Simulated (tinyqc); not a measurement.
Worked calculation (part 1 of 2): CIS and TDHF on RHF in the sto-3g basis, frozen core, for H2F+, spin multiplicity 1. Computed by tinyqc, a small Python program that keeps every step (integrals from PySCF). Settings: charge = 1, multiplicity = 1, basis = sto-3g, method = RHF, frozen orbitals = 1, energy threshold = 1e-10, iteration cap = 77, orthogonalisation = canonical, start = atomic densities, DIIS depth = 6, TDHF = 1. Command: `OMP_NUM_THREADS=1 python tinyqc.py 22052 22053 out.jsonl` (the two numbers bound the seeds that draw the settings). One thread of a shared host (Intel(R) Xeon(R) Processor @ 2.60GHz), about 0.1 s of CPU time with the checks. The early iterations of the SCF are left out here.

## One-electron integrals

Geometry (angstrom):
```
atom         x          y         z
F     0.000000   0.000000  0.000000
H     0.000000   0.758000  0.527000
H     0.000000  -0.758000  0.527000
```

Basis sto-3g: exponents (1/bohr^2) and contraction coefficients of normalised primitives:
```
element  l (shell)    exponent  coefficient
F            s (1)  166.679130     0.154329
F            s (1)   30.360812     0.535328
F            s (1)    8.216821     0.444635
F            s (2)    6.464803    -0.099967
F            s (2)    1.502281     0.399513
F            s (2)    0.488588     0.700115
F            p (3)    6.464803     0.155916
F            p (3)    1.502281     0.607684
F            p (3)    0.488588     0.391957
H            s (1)    3.425251     0.154329
H            s (1)    0.623914     0.535328
H            s (1)    0.168855     0.444635
```

Overlap, kinetic and nuclear-attraction integrals over the contracted functions; the nuclear repulsion is the sum of Za Zb / Rab.

nuclear repulsion = 10.66667314 hartree

overlap S, lower triangle:
```
           1F 1s     1F 2s    1F 2px     1F 2py    1F 2pz     2H 1s     3H 1s
1F 1s   1.000000
1F 2s   0.237990  1.000000
1F 2px  0.000000  0.000000  1.000000
1F 2py  0.000000  0.000000  0.000000   1.000000
1F 2pz  0.000000  0.000000  0.000000   0.000000  1.000000
2H 1s   0.048755  0.444725  0.000000   0.284992  0.198141  1.000000
3H 1s   0.048755  0.444725  0.000000  -0.284992  0.198141  0.250958  1.000000
```

kinetic energy T (hartree), lower triangle:
```
            1F 1s     1F 2s    1F 2px     1F 2py    1F 2pz     2H 1s     3H 1s
1F 1s   36.984577
1F 2s   -0.212858  1.037995
1F 2px   0.000000  0.000000  3.248015
1F 2py   0.000000  0.000000  0.000000   3.248015
1F 2pz   0.000000  0.000000  0.000000   0.000000  3.248015
2H 1s   -0.000227  0.125339  0.000000   0.221415  0.153939  0.760032
3H 1s   -0.000227  0.125339  0.000000  -0.221415  0.153939  0.008315  0.760032
```

nuclear attraction V (hartree), lower triangle:
```
             1F 1s       1F 2s      1F 2px      1F 2py      1F 2pz      2H 1s      3H 1s
1F 1s   -78.155981
1F 2s    -9.449641  -12.679060
1F 2px    0.000000    0.000000  -12.508900
1F 2py    0.000000    0.000000    0.000000  -12.664254
1F 2pz   -0.016960   -0.203133    0.000000    0.000000  -12.583994
2H 1s    -1.994091   -4.388091    0.000000   -2.454589   -1.771334  -6.518837
3H 1s    -1.994091   -4.388091    0.000000    2.454589   -1.771334  -1.829206  -6.518837
```

core Hamiltonian H = T + V (hartree), lower triangle:
```
             1F 1s       1F 2s     1F 2px     1F 2py     1F 2pz      2H 1s      3H 1s
1F 1s   -41.171404
1F 2s    -9.662498  -11.641065
1F 2px    0.000000    0.000000  -9.260885
1F 2py    0.000000    0.000000   0.000000  -9.416239
1F 2pz   -0.016960   -0.203133   0.000000   0.000000  -9.335979
2H 1s    -1.994318   -4.262752   0.000000  -2.233174  -1.617395  -5.758805
3H 1s    -1.994318   -4.262752   0.000000   2.233174  -1.617395  -1.820891  -5.758805
```

## Two-electron integrals

Functions are numbered as in S; the eight-fold symmetry (ij|kl) = (ji|kl) = (kl|ij) leaves the list below.

Two-electron integrals (ij|kl) in chemists' order, unique and non-zero (hartree):
```
(11|11) 5.403501    (21|11) 0.841920    (21|21) 0.156299    (22|11) 1.268028
(22|21) 0.292344    (22|22) 0.926167    (31|31) 0.027998    (32|31) 0.043169
(32|32) 0.204588    (33|11) 1.264502    (33|21) 0.292403    (33|22) 0.925959
(33|33) 0.997514    (41|41) 0.027998    (42|41) 0.043169    (42|42) 0.204588
(43|43) 0.053770    (44|11) 1.264502    (44|21) 0.292403    (44|22) 0.925959
(44|33) 0.889973    (44|44) 0.997514    (51|51) 0.027998    (52|51) 0.043169
(52|52) 0.204588    (53|53) 0.053770    (54|54) 0.053770    (55|11) 1.264502
(55|21) 0.292403    (55|22) 0.925959    (55|33) 0.889973    (55|44) 0.889973
(55|55) 0.997514    (61|11) 0.175394    (61|21) 0.032263    (61|22) 0.059883
(61|33) 0.059795    (61|41) 0.001079    (61|42) 0.002015    (61|44) 0.059979
(61|51) 0.000751    (61|52) 0.001401    (61|54) 0.000128    (61|55) 0.059884
(61|61) 0.006728    (62|11) 0.418994    (62|21) 0.097789    (62|22) 0.342757
(62|33) 0.337924    (62|41) 0.005431    (62|42) 0.041401    (62|44) 0.347479
(62|51) 0.003776    (62|52) 0.028784    (62|54) 0.006643    (62|55) 0.342542
(62|61) 0.020441    (62|62) 0.152651    (63|31) 0.010537    (63|32) 0.061296
(63|43) 0.008834    (63|53) 0.006142    (63|63) 0.023296    (64|11) 0.224977
(64|21) 0.053211    (64|22) 0.199757    (64|33) 0.191054    (64|41) 0.013140
(64|42) 0.084402    (64|44) 0.214261    (64|51) 0.001809    (64|52) 0.016064
(64|54) 0.009993    (64|55) 0.193731    (64|61) 0.011618    (64|62) 0.109018
(64|64) 0.100614    (65|11) 0.156416    (65|21) 0.036995    (65|22) 0.138881
(65|33) 0.132830    (65|41) 0.001809    (65|42) 0.016064    (65|44) 0.136681
(65|51) 0.011795    (65|52) 0.072464    (65|54) 0.011512    (65|55) 0.146976
(65|61) 0.008078    (65|62) 0.075795    (65|64) 0.053755    (65|65) 0.060669
(66|11) 0.548695    (66|21) 0.130167    (66|22) 0.524083    (66|33) 0.505651
(66|41) 0.009651    (66|42) 0.101688    (66|44) 0.542510    (66|51) 0.006710
(66|52) 0.070698    (66|54) 0.025626    (66|55) 0.523468    (66|61) 0.027419
(66|62) 0.290594    (66|64) 0.241043    (66|65) 0.167586    (66|66) 0.774606
(71|11) 0.175394    (71|21) 0.032263    (71|22) 0.059883    (71|33) 0.059795
(71|41) -0.001079   (71|42) -0.002015   (71|44) 0.059979    (71|51) 0.000751
(71|52) 0.001401    (71|54) -0.000128   (71|55) 0.059884    (71|61) 0.006640
(71|62) 0.019890    (71|64) 0.010330    (71|65) 0.007865    (71|66) 0.026405
(71|71) 0.006728    (72|11) 0.418994    (72|21) 0.097789    (72|22) 0.342757
(72|33) 0.337924    (72|41) -0.005431   (72|42) -0.041401   (72|44) 0.347479
(72|51) 0.003776    (72|52) 0.028784    (72|54) -0.006643   (72|55) 0.342542
(72|61) 0.019890    (72|62) 0.127065    (72|64) 0.061876    (72|65) 0.061283
(72|66) 0.201033    (72|71) 0.020441    (72|72) 0.152651    (73|31) 0.010537
(73|32) 0.061296    (73|43) -0.008834   (73|53) 0.006142    (73|63) 0.018845
(73|73) 0.023296    (74|11) -0.224977   (74|21) -0.053211   (74|22) -0.199757
(74|33) -0.191054   (74|41) 0.013140    (74|42) 0.084402    (74|44) -0.214261
(74|51) -0.001809   (74|52) -0.016064   (74|54) 0.009993    (74|55) -0.193731
(74|61) -0.010330   (74|62) -0.061876   (74|64) -0.011560   (74|65) -0.029159
(74|66) -0.085769   (74|71) -0.011618   (74|72) -0.109018   (74|74) 0.100614
(75|11) 0.156416    (75|21) 0.036995    (75|22) 0.138881    (75|33) 0.132830
(75|41) -0.001809   (75|42) -0.016064   (75|44) 0.136681    (75|51) 0.011795
(75|52) 0.072464    (75|54) -0.011512   (75|55) 0.146976    (75|61) 0.007865
(75|62) 0.061283    (75|64) 0.029159    (75|65) 0.048037    (75|66) 0.107673
(75|71) 0.008078    (75|72) 0.075795    (75|74) -0.053755   (75|75) 0.060669
(76|11) 0.166609    (76|21) 0.039264    (76|22) 0.150063    (76|33) 0.147265
(76|44) 0.150049    (76|51) 0.002421    (76|52) 0.022218    (76|55) 0.152716
(76|61) 0.008128    (76|62) 0.066780    (76|64) 0.041324    (76|65) 0.037794
(76|66) 0.133949    (76|71) 0.008128    (76|72) 0.066780    (76|74) -0.041324
(76|75) 0.037794    (76|76) 0.035621    (77|11) 0.548695    (77|21) 0.130167
(77|22) 0.524083    (77|33) 0.505651    (77|41) -0.009651   (77|42) -0.101688
(77|44) 0.542510    (77|51) 0.006710    (77|52) 0.070698    (77|54) -0.025626
(77|55) 0.523468    (77|61) 0.026405    (77|62) 0.201033    (77|64) 0.085769
(77|65) 0.107673    (77|66) 0.342517    (77|71) 0.027419    (77|72) 0.290594
(77|74) -0.241043   (77|75) 0.167586    (77|76) 0.133949    (77|77) 0.774606
```

## Orthogonalisation

S = U s U^T; canonical form X = U s^(-1/2), so that X^T S X = 1. Each column of U has its largest component positive (the first on a tie).

eigenvalues of S: 0.398683  0.452400  0.899037  1.000000  1.084303  1.296642  1.868934

X:
```
                1          2          3         4          5          6         7
1F 1s   -0.338891   0.000000   0.740120  0.000000  -0.617082   0.000000  0.161669
1F 2s    1.132917   0.000000  -0.244201  0.000000  -0.275539   0.000000  0.434203
1F 2px   0.000000   0.000000   0.000000  1.000000   0.000000   0.000000  0.000000
1F 2py   0.000000   0.881296   0.000000  0.000000   0.000000   0.707275  0.000000
1F 2pz   0.444997   0.000000   0.668488  0.000000   0.653375   0.000000  0.173725
2H 1s   -0.675236  -0.846685  -0.170314  0.000000   0.138996   0.368093  0.380930
3H 1s   -0.675236   0.846685  -0.170314  0.000000   0.138996  -0.368093  0.380930
```

## Starting guess

The start is atomic minimal-basis densities projected into this basis (PySCF's MINAO start) and scaled to the electron count of each spin; this density is not idempotent, so its energy is not variational and may lie below the converged one.

D at the start, lower triangle:
```
            1F 1s      1F 2s    1F 2px     1F 2py    1F 2pz     2H 1s     3H 1s
1F 1s    1.954809
1F 2s   -0.451240   1.914990
1F 2px   0.000000   0.000000  1.484759
1F 2py   0.000000   0.000000  0.000000   1.301331
1F 2pz   0.015379  -0.088173  0.000000   0.000000  1.416528
2H 1s   -0.012181   0.022974  0.000000   0.151452  0.067506  0.923646
3H 1s   -0.012181   0.022974  0.000000  -0.151452  0.067506  0.060615  0.923646
```

## Iteration 7 (converged): orbitals

converged F (hartree), lower triangle:
```
             1F 1s      1F 2s     1F 2px     1F 2py     1F 2pz      2H 1s      3H 1s
1F 1s   -26.649573
1F 2s    -6.797174  -3.688193
1F 2px    0.000000   0.000000  -1.075647
1F 2py    0.000000   0.000000   0.000000  -1.062292
1F 2pz   -0.025574  -0.147338   0.000000   0.000000  -1.072031
2H 1s    -1.412380  -1.392602   0.000000  -0.572980  -0.464609  -0.981151
3H 1s    -1.412380  -1.392602   0.000000   0.572980  -0.464609  -0.510231  -0.981151
```

Diagonalise F' = X^T F X, C = X C', fill 5 alpha and 5 beta electrons from the bottom; D = 2 C_occ C_occ^T. Each column has its largest component positive (the first on a tie).

F' = X^T F X (hartree), lower triangle:
```
           1          2           3          4           5          6          7
1  -0.761265
2   0.000000   0.209941
3   2.499242   0.000000  -12.211696
4   0.000000   0.000000    0.000000  -1.075647
5  -2.062836   0.000000   11.329592   0.000000  -12.651826
6   0.000000  -0.054115    0.000000   0.000000    0.000000  -1.255696
7   0.266695   0.000000   -5.149922   0.000000    5.380656   0.000000  -4.227270
```

orbital energies (hartree): MO1 -26.659475, MO2 -2.115651, MO3 -1.257692, MO4 -1.117669, MO5 -1.075647, MO6 0.040739, MO7 0.211936

coefficients C:
```
              MO1        MO2        MO3        MO4       MO5        MO6        MO7
1F 1s    0.994560  -0.247621   0.000000   0.073345  0.000000  -0.117072   0.000000
1F 2s    0.023991   0.928302   0.000000  -0.369334  0.000000   0.780295   0.000000
1F 2px   0.000000   0.000000   0.000000   0.000000  1.000000   0.000000   0.000000
1F 2py   0.000000   0.000000   0.739268   0.000000  0.000000   0.000000  -0.854636
1F 2pz   0.002943   0.132610   0.000000   0.877681  0.000000   0.560410   0.000000
2H 1s   -0.004809   0.087568   0.336645   0.190408  0.000000  -0.778095   0.859674
3H 1s   -0.004809   0.087568  -0.336645   0.190408  0.000000  -0.778095  -0.859674
```

D after iteration 7, lower triangle:
```
            1F 1s      1F 2s    1F 2px     1F 2py    1F 2pz      2H 1s     3H 1s
1F 1s    2.111691
1F 2s   -0.466191   1.997456
1F 2px   0.000000   0.000000  2.000000
1F 2py   0.000000   0.000000  0.000000   1.093034
1F 2pz   0.068927  -0.401970  0.000000   0.000000  1.575837
2H 1s   -0.025003   0.021700  0.000000   0.497742  0.357431   0.314552
3H 1s   -0.025003   0.021700  0.000000  -0.497742  0.357431  -0.138767  0.314552
```

## Convergence

Stop when the energy changes by less than 1e-10 hartree and every element of the error matrix X^T (F D S - S D F) X is below 3e-06.

Course of the cycle:
```
iteration   E (hartree)     change  largest element of the error matrix
1          -94.27251510          -                             1.56e+00
2          -98.77916753  -4.51e+00                             3.94e-01
3          -98.85709053  -7.79e-02                             2.42e-02
4          -98.85764883  -5.58e-04                             7.12e-03
5          -98.85767147  -2.26e-05                             6.23e-05
6          -98.85767147  -2.04e-09                             5.18e-06
7          -98.85767147  -4.26e-11                             3.63e-07
```

PySCF RHF in the same basis = -98.85767147 hartree

Converged in 7 iterations.

## Populations, bond orders and dipole

Mulliken: Z minus the diagonal of D S on the atom; Loewdin: the same with S^(1/2) D S^(1/2); Mayer order: 2 sum_s sum (D(s) S)_ij (D(s) S)_ji over the two atoms.

Charges (e):
```
atom  Mulliken   Loewdin
1F    0.001667  0.191347
2H    0.499167  0.404326
3H    0.499167  0.404326
```

Mayer bond orders:
```
pair     order
2-1   0.735844
3-1   0.735844
3-2   0.014988
```

dipole moment about the origin, x y z (debye): 0.000000  0.000000  2.907981

## Integrals over molecular orbitals

(pq|rs) = sum C_ip C_jq C_kr C_ls (ij|kl), one index at a time.

one-electron integrals over orbitals h = C^T H C (hartree), lower triangle:
```
            1          2          3          4          5          6          7
1  -41.152845
2    0.685232  -9.731455
3    0.000000   0.000000  -8.261791
4   -0.193142   0.306905   0.000000  -8.891235
5    0.000000   0.000000   0.000000   0.000000  -9.260885
6    0.311317  -1.470746   0.000000  -1.240755   0.000000  -5.725366
7    0.000000   0.000000   2.116437   0.000000   0.000000   0.000000  -6.135265
```

Two-electron integrals over orbitals (pq|rs), unique and non-zero (hartree); the lowest 1 orbital is frozen and left out:
```
(22|22) 0.862341    (32|32) 0.162864    (33|22) 0.770139    (33|33) 0.755743
(42|22) 0.016581    (42|33) -0.003876   (42|42) 0.155795    (43|32) 0.002699
(43|43) 0.048146    (44|22) 0.817041    (44|33) 0.728682    (44|42) -0.094808
(44|44) 0.922337    (52|52) 0.179067    (53|53) 0.039190    (54|52) -0.038001
(54|54) 0.057648    (55|22) 0.877573    (55|33) 0.757808    (55|42) -0.048570
(55|44) 0.847256    (55|55) 0.997514    (62|22) 0.155545    (62|33) 0.097989
(62|42) 0.036004    (62|44) 0.113401    (62|55) 0.161716    (62|62) 0.084321
(63|32) -0.025481   (63|43) -0.015329   (63|63) 0.063937    (64|22) 0.123121
(64|33) 0.075541    (64|42) -0.005633   (64|44) 0.135279    (64|55) 0.128014
(64|62) 0.060537    (64|64) 0.062653    (65|52) 0.057233    (65|54) 0.003790
(65|65) 0.029242    (66|22) 0.597793    (66|33) 0.572864    (66|42) 0.071027
(66|44) 0.548781    (66|55) 0.567217    (66|62) 0.061453    (66|64) 0.030771
(66|66) 0.556575    (72|32) -0.057174   (72|43) 0.026815    (72|63) -0.030399
(72|72) 0.054286    (73|22) -0.190827   (73|33) -0.158553   (73|42) 0.061251
(73|44) -0.201880   (73|55) -0.221947   (73|62) -0.075992   (73|64) -0.074693
(73|66) -0.022485   (73|73) 0.157568    (74|32) 0.061417    (74|43) -0.013087
(74|63) -0.037050   (74|72) -0.011820   (74|74) 0.049923    (75|53) -0.025250
(75|75) 0.019891    (76|32) -0.100852   (76|43) -0.040089   (76|63) 0.076055
(76|72) -0.009922   (76|74) -0.058026   (76|76) 0.153229    (77|22) 0.632715
(77|33) 0.635385    (77|42) 0.009298    (77|44) 0.610277    (77|55) 0.618287
(77|62) 0.051925    (77|64) 0.029433    (77|66) 0.552032    (77|73) -0.071865
(77|77) 0.596355
```

## CIS matrix, singlets

A(ia,jb) = (e_a - e_i) d_ij d_ab + 2 (ia|jb) - (ij|ab).

CIS matrix A, singlet (hartree), lower triangle:
```
           2>6        2>7        3>6        3>7       4>6       4>7       5>6       5>7
2>6   1.727241
2>7   0.000000   1.803445
3>6   0.000000   0.040053   0.853440
3>7  -0.051132   0.000000   0.000000   1.149379
4>6   0.050048   0.000000   0.000000  -0.109297  0.734933
4>7   0.000000  -0.032938  -0.034010   0.000000  0.000000  0.819173
5>6   0.000000   0.000000   0.000000   0.000000  0.000000  0.000000  0.607653
5>7   0.000000   0.000000   0.000000   0.000000  0.000000  0.000000  0.000000  0.709079
```

## CIS singlet states

dipole integrals <i|r|a> (bohr):
```
            x          y          z
2>6  0.000000   0.000000  -0.081507
2>7  0.000000   0.123790   0.000000
3>6  0.000000  -0.755463   0.000000
3>7  0.000000   0.000000   0.511182
4>6  0.000000   0.000000  -0.355704
4>7  0.000000   0.522398   0.000000
5>6  0.018315   0.000000   0.000000
5>7  0.000000   0.000000   0.000000
```

Diagonalise A (1 hartree = 27.211386 eV); each vector has its largest component positive (the first on a tie). The transition dipole is mu = sqrt2 sum c_ia <i|r|a>.

singlet excitation energies (eV): 16.535081  19.226888  19.295026  21.719392  23.716310  31.827853  47.220614  49.152642

lowest vectors:
```
      state 1    state 2   state 3   state 4    state 5    state 6
2>6  0.000000  -0.035820  0.000000  0.000000   0.000000   0.109357
2>7  0.000000   0.000000  0.000000  0.007252  -0.055008   0.000000
3>6  0.000000   0.000000  0.000000  0.520265   0.852911   0.000000
3>7  0.000000   0.235582  0.000000  0.000000   0.000000   0.966906
4>6  0.000000   0.971194  0.000000  0.000000   0.000000  -0.230508
4>7  0.000000   0.000000  0.000000  0.853974  -0.519150   0.000000
5>6  1.000000   0.000000  0.000000  0.000000   0.000000   0.000000
5>7  0.000000   0.000000  1.000000  0.000000   0.000000   0.000000
```

oscillator strengths 2/3 w |mu|^2: 0.000272  0.046478  0.000000  0.003100  0.988624  0.501983

## TDHF (RPA) singlet states

B(ia,jb) = 2 (ia|jb) - (ib|ja); the squared energies are the eigenvalues of (A - B)(A + B); 1 hartree = 27.211386 eV.

TDHF matrix B, singlet (hartree), lower triangle:
```
           2>6        2>7       3>6        3>7       4>6       4>7       5>6       5>7
2>6   0.084321
2>7   0.000000   0.054286
3>6   0.000000   0.015193  0.063937
3>7  -0.121584   0.000000  0.000000   0.157568
4>6   0.060537   0.000000  0.000000  -0.112336  0.062653
4>7   0.000000  -0.011820  0.000593   0.000000  0.000000  0.049923
5>6   0.000000   0.000000  0.000000   0.000000  0.000000  0.000000  0.029242
5>7   0.000000   0.000000  0.000000   0.000000  0.000000  0.000000  0.000000  0.019891
```

squared energies w^2 (hartree^2): 0.368387  0.494276  0.502398  0.634091  0.756021  1.314255  2.972161  3.259128

TDHF energies from the positive w^2 (eV): 16.515924  19.130906  19.287433  21.668384  23.660153  31.195392  46.912313  49.124862

## CIS matrix, triplets

A(ia,jb) = (e_a - e_i) d_ij d_ab - (ij|ab).

CIS matrix A, triplet (hartree), lower triangle:
```
           2>6        2>7       3>6       3>7       4>6       4>7       5>6       5>7
2>6   1.558598
2>7   0.000000   1.694872
3>6   0.000000   0.100852  0.725566
3>7   0.100852   0.000000  0.000000  0.834243
4>6  -0.071027   0.000000  0.000000  0.040089  0.609627
4>7   0.000000  -0.009298  0.040089  0.000000  0.000000  0.719327
5>6   0.000000   0.000000  0.000000  0.000000  0.000000  0.000000  0.549170
5>7   0.000000   0.000000  0.000000  0.000000  0.000000  0.000000  0.000000  0.669297
```

## CIS triplet states

Diagonalise A (1 hartree = 27.211386 eV); each vector has its largest component positive (the first on a tie).

triplet excitation energies (eV): 14.943670  16.178253  18.212492  18.404716  20.629601  22.617407  42.905637  46.403061

lowest vectors:
```
      state 1    state 2   state 3    state 4    state 5    state 6
2>6  0.000000   0.092977  0.000000   0.000000   0.000000  -0.113852
2>7  0.000000   0.000000  0.000000  -0.077636  -0.066648   0.000000
3>6  0.000000   0.000000  0.000000   0.720524   0.685859   0.000000
3>7  0.000000  -0.202169  0.000000   0.000000   0.000000   0.970587
4>6  0.000000   0.974927  0.000000   0.000000   0.000000   0.212127
4>7  0.000000   0.000000  0.000000  -0.689070   0.724676   0.000000
5>6  1.000000   0.000000  0.000000   0.000000   0.000000   0.000000
5>7  0.000000   0.000000  1.000000   0.000000   0.000000   0.000000
```
